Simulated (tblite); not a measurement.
Species: C₄H₇S (doublet state).
SMILES with atom numbers: `[CH2:1][CH2:2][C:3]([CH3:4])=[S:5]` (hydrogens: H6, H7 on C1; H8, H9 on C2; H10, H11, H12 on C4)

Cartesian coordinates in Å at the GFN2-xTB level; atoms count from 1:
```
atom  x, y, z in Å
C1     2.039   -0.149    0.273
C2     0.677    0.217   -0.131
C3    -0.446   -0.395    0.645
C4    -1.792    0.213    0.434
S5    -0.241   -1.660    1.647
H6     2.877    0.268   -0.249
H7     2.204   -0.868    1.050
H8     0.519   -0.076   -1.183
H9     0.557    1.311   -0.137
H10   -2.567   -0.416    0.863
H11   -1.991    0.365   -0.627
H12   -1.835    1.190    0.920
```

Method: GFN2-xTB as coded in tblite; computed harmonic values from a numerical Hessian at the method's own geometry, unscaled. This tight-binding method is rough: wavenumbers can miss measured ones by several per cent, in bad cases by 10 to 20. One conformer, not necessarily the lowest. Open shells enter through the occupations alone, without spin polarisation, and single modes of such species can be off by tens of per cent.

Harmonic wavenumbers (cm⁻¹): 52.5, 90.6, 123.6, 236.2, 347.3, 355.5, 478.8, 484.3, 717.8, 768.6, 929.4, 969.6, 982.3, 1081.0, 1138.9, 1164.2, 1279.6, 1305.8, 1373.6, 1382.0, 1386.4, 1461.3, 1465.2, 2801.6, 2866.6, 2980.1, 3003.2, 3053.4, 3140.7, 3191.5.

A = 5035, B = 3620, C = 2171 MHz; mass 87.027 u (most abundant isotopes); point group C1, symmetry number 1; spin multiplicity 2.

**Question.** Zero-point energy?

**Answer.** ½Σν̃ = 20306 cm⁻¹ = 242.91 kJ/mol.

**Question.** Entropy at 350 K, 1 bar (ideal gas, RRHO, classical rotation)?

**Answer.** Translation 167.89, rotation 112.87, vibration 88.72, spin (R ln 2) 5.76: S = 375.2 J/(mol K).

**Question.** And Cp and H(350 K) − H(0)?

**Answer.** Cp = 119.52 J/(mol K), of which vibrations give 86.27 (their classical limit is 30 R = 249.4); H(350 K) − H(0) = 27.42 kJ/mol without the zero-point energy, 15.78 from vibrations.

**Question.** Which modes carry the vibrational entropy at 350 K?

**Answer.** 52.5 cm⁻¹: 21.08; 90.6 cm⁻¹: 16.57; 123.6 cm⁻¹: 14.03; 236.2 cm⁻¹: 8.88; 347.3 cm⁻¹: 6.03; 355.5 cm⁻¹: 5.86 J/(mol K); the other 24 give 16.27 together.

**Question.** How do the functions run with temperature in this model?

**Answer.** 
| T (K) | S (J/(mol K)) | Cp (J/(mol K)) | H − H(0) (kJ/mol) | G − H(0) (kJ/mol) | ln q(vib) |
| --- | --- | --- | --- | --- | --- |
| 150 | 296.3 | 73.6 | 8.14 | -36.30 | 2.04 |
| 250 | 339.2 | 96.2 | 16.63 | -68.16 | 3.68 |
| 298.15 | 357.1 | 107.4 | 21.53 | -84.93 | 4.44 |
| 400 | 391.9 | 130.7 | 33.67 | -123.10 | 6.02 |
| 600 | 452.3 | 167.4 | 63.70 | -207.69 | 9.01 |
| 900 | 527.6 | 203.6 | 119.78 | -355.07 | 13.21 |

q(vib) and H(0) count from the zero-point level.

**Question.** Blend soft modes into free rotors: weight 1/[1 + (100 cm⁻¹/ν̃)⁴] for the oscillator and the rest for a rotor with moment μB/(μ + B), μ = h/(8π²ν), B = 10⁻⁴⁴ kg m². What vibrational entropy results?

**Answer.** 80.56 J/(mol K) in place of 88.72, which changes −T·S at 350 K by +2.86 kJ/mol.

**Question.** What must be added to the electronic energy to get the Gibbs energy at 350 K and 1 bar?

**Answer.** ZPE + [H(350 K) − H(0)] − T·S = 242.91 + 27.42 − 131.34 = 138.99 kJ/mol.

Hindered rotation and anharmonicity are outside this model. Other conformers, if any are populated, would add a mixing term that is left out. The structure is chiral; the term R ln 2 for an equal mix with its mirror image is left out.
